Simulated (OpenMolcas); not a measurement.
# A ladder of methods for CH2AlN (SMILES N#[C][AlH2])

CH2AlN: 5 atoms, total charge 0, spin state singlet. As SMILES, `N#[C][AlH2]`. The shape is that of a PBE0-D4/def2-TZVP optimisation.

Quantity: the dipole moment, in D. The values are calculated.

```tsv
level	kind	program	value (D)
HF/aug-cc-pVDZ	Hartree–Fock	OpenMolcas	3.66
SVWN5/aug-cc-pVDZ	LDA	OpenMolcas	3.44
PBE/aug-cc-pVDZ	GGA	OpenMolcas	3.34
TPSS/aug-cc-pVDZ	meta-GGA	OpenMolcas	3.33
r2SCAN/aug-cc-pVDZ	meta-GGA	OpenMolcas	3.39
B3LYP/aug-cc-pVDZ	global hybrid	OpenMolcas	3.46
BHLYP/aug-cc-pVDZ	global hybrid	OpenMolcas	3.58
PBE0/aug-cc-pVDZ	global hybrid	OpenMolcas	3.45
```

The values span 3.33 to 3.66 D.
